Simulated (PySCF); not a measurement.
# Atomic charges by several schemes

Compound: C4H10NP.
Cartesian coordinates in Å at the GFN2-xTB level; atoms count from 1:
```
atom  x, y, z in Å
C1     1.6121    0.0352   -0.9302
C2     0.7432    0.3058    0.2602
P3     1.3468    0.8970    1.7481
N4    -0.5920    0.0817    0.1143
C5    -1.4248    0.2279    1.2788
C6    -1.1243   -0.6736   -0.9920
H7     2.6486    0.2682   -0.7021
H8     1.5526   -1.0137   -1.2229
H9     1.3039    0.6462   -1.7797
H10    2.6627    1.0090    1.3116
H11   -1.2339    1.2054    1.7305
H12   -2.4739    0.1619    0.9983
H13   -1.2011   -0.5357    2.0335
H14   -2.2055   -0.5471   -1.0203
H15   -0.9045   -1.7449   -0.9031
H16   -0.7176   -0.3144   -1.9362
```

Density: PBE0/pcSseg-1 (PySCF); schemes: Mulliken, IAO, Hirshfeld and ESP-fitted. Isolated species at its GFN2-xTB geometry, gas phase.

Tabulate the Mulliken, IAO, Hirshfeld and ESP-fitted charges.

In e; atoms taken as equivalent share a row and are averaged (×n: the atom named and its like, n in all):

```tsv
atom	environment	Mulliken	IAO	Hirshfeld	ESP-fitted
C1	methyl carbon	-0.231	-0.427	-0.119	-0.374
C2	carbon bonded to C, N and P	-0.159	-0.081	+0.011	+0.043
P3	phosphorus bonded to C and H	-0.013	-0.067	-0.113	-0.430
N4	nitrogen bonded to 3 C	-0.624	-0.125	-0.032	+0.112
C5/C6	N-methyl carbon	-0.070	-0.310	-0.063	-0.339
H7/H8/H9	methyl hydrogen	+0.138	+0.155	+0.048	+0.130
H10	P–H hydrogen	-0.009	-0.034	-0.035	+0.156
H11 (×6)	methyl hydrogen	+0.127	+0.148	+0.045	+0.130
```

Mean size of the charges over all atoms: ESP-fitted 0.185 e, IAO 0.169 e, Mulliken 0.147 e, Hirshfeld 0.053 e. Each set sums to the total charge, 0, to within 0.001 e. The IAO scheme projects the occupied orbitals on a minimal set of polarised atomic orbitals and counts the electrons in each atom's part of it.

Some averages cover members that differ in this geometry: C5/C6, ESP-fitted -0.360 to -0.319; H11 (×6), Mulliken +0.115 to +0.155; H11 (×6), IAO +0.134 to +0.164; H7/H8/H9, ESP-fitted +0.113 to +0.140 e.

Lowest charge. The schemes don't all agree: Mulliken N4 (-0.624); IAO C1 (-0.427); Hirshfeld C1 (-0.119); ESP-fitted P3 (-0.430).

Highest charge. The schemes don't all agree: Mulliken H7/H8/H9 (+0.138); IAO H7/H8/H9 (+0.155); Hirshfeld H7/H8/H9 (+0.048); ESP-fitted H10 (+0.156).

Sum the charges by element, for elements with more than one atom.

```tsv
element	atoms	Mulliken	IAO	Hirshfeld	ESP-fitted
C	4	-0.529	-1.129	-0.233	-1.010
H	10	+1.166	+1.321	+0.378	+1.328
```

How many electrons does the IAO scheme count on P3?

Z − q = 15 − (-0.067) = 15.067.
